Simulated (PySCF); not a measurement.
How the functional moves excitation energies

Species: HCl.
Atom-mapped SMILES: `[ClH:1]` (hydrogens: H2 on Cl1)

Linear-response calculations in the def2-SVPD basis (PySCF; singlets by full response, triplets Tamm–Dancoff, core orbitals frozen in the response; HF means time-dependent Hartree–Fock). 'Strongest' is the level of largest summed f among the singlets computed (10 roots, of which the last may lack a degenerate partner); it can jump between rows when another state enters that window. S1 is the lowest singlet of each run and needn't be the same state throughout; f(S1) is that of one state. Isolated species at its PBE0-D3(BJ)/def2-SVP geometry, gas phase.

```csv
functional,kind,S1 (eV),f(S1),strongest (eV),T1 (eV),HOMO (eV),gap (eV),"ionisation energy, ΔSCF (eV)"
LDA,LDA,7.41,0.032,9.71,6.94,-8.17,7.16,13.06
PBE,GGA,7.36,0.030,9.78,6.81,-8.09,7.13,12.82
B3LYP,"global hybrid, 20% exact exchange",7.51,0.026,9.84,6.95,-9.26,8.83,12.87
PBE0,"global hybrid, 25% exact exchange",7.76,0.025,10.06,7.14,-9.55,9.49,12.82
BHandHLYP,"global hybrid, 50% exact exchange",7.88,0.022,10.25,7.24,-10.86,11.43,12.69
CAM-B3LYP,range-separated hybrid,7.65,0.025,9.97,7.06,-10.97,11.69,12.86
wB97X-D,range-separated hybrid,7.89,0.024,10.13,7.33,-11.49,13.19,12.92
LC-wPBE,range-separated hybrid,8.08,0.020,10.32,7.39,-12.48,14.41,12.89
HF,Hartree–Fock,8.39,0.019,10.75,7.59,-13.01,15.33,not settled
```

S1 runs from 7.36 eV (PBE) to 8.39 eV (HF), a spread of 1.03 eV, while the orbital gap spreads over 8.2 eV. Along PBE (0%), B3LYP (20%), PBE0 (25%), BHandHLYP (50%), HF (100%) S1 rises with the share of exact exchange. −ε(HOMO) comes closest to its own ΔSCF ionisation energy with LC-wPBE (-0.40 eV) and misses most with LDA (-4.89 eV). 'Not settled' means that the ion's SCF failed to converge or may have ended in another state than the lowest.
